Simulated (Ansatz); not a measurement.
The parent structure is CdTe in the zinc blende structure (space group F-43m, No. 216; a = 6.6180 Å).

Calculations: PBE (Ansatz, a program for electronic structure), no SOC.

It is then changed as follows: Hg takes the place of Cd on all its sites, then cell and atoms are relaxed.

Measured lattice parameter a: CdTe 6.48 Å (room temperature; as listed in M J Lucero, T M Henderson, G E Scuseria, Journal of Physics Condensed Matter (2012)); HgTe 6.46 Å (room temperature; as listed in R. J. Cava et al., Journal of Materials Chemistry C (2013)).

Question: How well does PBE reproduce the measured shift?

Answer: With PBE the lattice parameter a moves by +0.033 Å (6.618 → 6.651) against -0.020 Å measured, the wrong sign.

Whether these cells are dynamically stable was not tested. All final runs are without spin polarisation.
